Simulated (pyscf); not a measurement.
Routes from HO–B(OH)–OH + HF

Candidate steps break at most two bonds and form at most two. Each was searched with GFN2-xTB (tblite) first. PySCF, gas phase, ωB97X-D3(BJ)/def2-SVP geometries. Correlated levels are frozen-core, on RHF or UHF. ΔMP2 is the change of the MP2 total energy from the triple- to the quadruple-zeta basis. Energies: CCSD(T)/def2-TZVPP + ΔMP2(QZVPP), kJ/mol, from the separated reactants, singlet surface; ΔG‡ with ideal gas, 1 atm, RRHO with modes under 100 cm⁻¹ raised to 100, one conformer, R ln 2 for chiral ones without a mode under 150 cm⁻¹.

```json
[
 {"products": "H₂O + HO–B(OH)–F", "type": "four-centre exchange", "ΔE‡": "92.2", "ΔE": "-15.2", "ΔG‡ 298 K": "125.3", "ΔG‡ 900 K": "205.1", "ν‡ (cm⁻¹)": "988i"},
 {"products": "HO–B(OH)–OH + HF", "type": "four-centre exchange", "ΔE‡": "171.8", "ΔE": "0.0", "ΔG‡ 298 K": "198.7", "ΔG‡ 900 K": "275.4", "ν‡ (cm⁻¹)": "2086i"}
]
```

Row 1: On the reactant side the descent ends in a bound adduct, 43.3 kJ/mol under the separated species and 124.2 kJ/mol under the saddle at ωB97X-D3(BJ)/def2-TZVP. On the product side the descent ends in a complex, 18.5 kJ/mol under the separated species and 115.8 kJ/mol under the saddle at ωB97X-D3(BJ)/def2-TZVP. Row 2: On the reactant side the descent ends in a bound adduct, 43.3 kJ/mol under the separated species and 201.3 kJ/mol under the saddle at ωB97X-D3(BJ)/def2-TZVP. 

Plain bond fissions and candidates not yet searched are not listed, and one of them may be faster. Each barrier is that of the saddle found; lower ones may exist. The CCSD(T) − MP2 part came from Ansatz, without density fitting, on the same reference.
